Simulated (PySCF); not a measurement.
**Computed spin Hamiltonian**

C₃H₆O₂S (charge +1 and doublet state).
Geometry (GFN2-xTB, Å), atoms numbered from 1 in this order:
```xyz
12
C3H6O2S angstrom
C      2.0666    0.1077   -0.2659
C      0.9580   -0.5213   -0.4844
S     -0.4647   -0.3828    0.7783
C     -1.7089    0.5147   -0.1921
O      0.0315    0.4208    1.8373
O     -0.8564   -1.7342    0.9770
H      2.9046    0.0299   -0.9601
H      2.2622    0.7437    0.5887
H      0.6497   -1.2131   -1.2496
H     -2.5624    0.6507    0.4699
H     -1.9847   -0.0922   -1.0478
H     -1.2943    1.4754   -0.4772
```

The hyperfine couplings belong to this conformer and change with its torsions.

The species is `[CH2][CH+]S(C)(=O)=O` [radical] (charge +1).

Method: UKS B3LYP, pcH-1 on C H O S, non-relativistic, mean-field spin-orbit, GIAO in PySCF 2.14.0. Isolated species at its GFN2-xTB geometry (one conformer only). The geometry wasn't refined by DFT: couplings that depend on bond lengths, twists or pyramidal angles can differ widely from those at the functional's own minimum, by a factor of two or more for some ions and for spin on atoms past the first row. No stability test was run, so a lower SCF solution isn't excluded.

```
g1, g2, g3                      : 2.00269, 2.01089, 2.01296
g_iso                           : 2.00885
Form of g                       : rhombic: the two nearest values differ by 20 % of g3 − g1
⟨S²⟩                            : 0.7562 (exact 0.7500)
HOMO–LUMO gap, α and β orbitals : 7.90, 2.14 eV
Total energy                    : -666.11194 Eh
```

Hyperfine couplings atom by atom, in mT; T1 to T3 are the principal values of the dipolar part (MHz turned into mT with g_iso):

```csv
atom,isotope,a_iso,of which spin–orbit,T1,T2,T3,Mulliken spin population
C1,13C,-0.40,0.00,-0.38,-0.18,0.56,0.03
C2,13C,1.55,0.00,-1.06,-1.03,2.09,0.28
S3,33S,-1.70,0.01,-0.08,0.01,0.06,-0.02
C4,13C,1.01,0.00,-0.43,-0.43,0.86,0.11
O5,17O,-0.29,-0.03,-2.34,1.13,1.21,0.20
O6,17O,-0.57,-0.05,-3.76,1.82,1.94,0.33
H7,1H,3.52,0.00,-0.22,-0.13,0.35,0.03
H8,1H,1.41,0.00,-0.21,-0.05,0.26,0.02
H9,1H,2.00,0.00,-0.46,-0.10,0.56,0.02
H10,1H,-0.04,0.00,-0.21,-0.02,0.22,0.00
H11,1H,0.01,0.00,-0.21,0.01,0.20,0.00
H12,1H,0.00,0.00,-0.21,0.00,0.21,0.00
```

Largest spin populations (Mulliken): O6 (+0.33), C2 (+0.28), O5 (+0.20) and C4 (+0.11). Three atoms exceed +0.15.

C1, the radical centre as drawn in `[CH2][CH+]S(C)(=O)=O`, holds a spin population of +0.03 out of 1.

Axes: g2 points within 8° of the S3–O5 bond.

Under fast tumbling the dipolar parts average out, and these isotropic splittings remain: 1 × 1H (H7, I = 1/2, 2 lines) with 3.52 mT, 1 × 1H (H9, I = 1/2, 2 lines) with 2.00 mT and 1 × 1H (H8, I = 1/2, 2 lines) with 1.41 mT.

H7 and H8 aren't averaged: C1 is flat or nearly so (angle sum 360°), and its turn about the short C1–C2 bond (1.29 Å) is taken as slow.

The 17O coupling of O5/O6 (mean -12.0 MHz) shows only in satellite lines or after enrichment, since that isotope makes up about 0.038 % of natural oxygen.

The 33S coupling of S3 (-47.9 MHz) shows only in satellite lines or after enrichment, since that isotope makes up about 0.76 % of natural sulfur.

β density exceeds α density at some nuclei, such as S3 (-0.1399) and C1 (-0.0100), spin density in bohr⁻³. In a single determinant that takes different orbitals for the two spins, that is spin polarisation.

Hardware: an Arm Neoverse N1 with one thread, no GPU, on a shared host. Cost: 74 s wall (grids of density and orbitals included), 0.86 GiB resident at most.
